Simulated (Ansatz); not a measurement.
We consider 1T (CdI2-type) CdI2, described by PBE-D3(BJ) (plane waves, PAW; Ansatz, a program for electronic structure).

Run with plane-wave cutoff 500 eV, 12×12×6 k mesh (along the axes of the cell as run), gaussian smearing 0.02 eV, scalar-relativistic PAW data made under PBE.

Computed at the level's own relaxed cell.

Q: Predict the equilibrium volume per atom, lattice parameter a, lattice parameter c and band gap.

A: 
* **equilibrium volume per atom**: 35.47 Å³/atom
* **lattice parameter a**: 4.242 Å
* **lattice parameter c**: 6.828 Å
* **band gap**: 2.31 eV (on the SCF k mesh)

Measured, for comparison: lattice constant a 4.244 Å, lattice parameter c 6.859 Å (temperature not stated, no zero-point or thermal correction; as tabulated in de Haan, NBS Special Publication (1969), 233, by the Crystallography Open …). Computed (rounded) less measured: lattice constant a 0.0 %, lattice parameter c -0.5 %. A static lattice is as a rule a little smaller and stiffer than an uncorrected measurement, which narrows the difference in the lattice parameter c and would widen misses of the other sign.

Spin–orbit coupling is not included; with these elements it can move the gap by several tenths of an eV or more.

Static lattice: no zero-point or thermal effects.
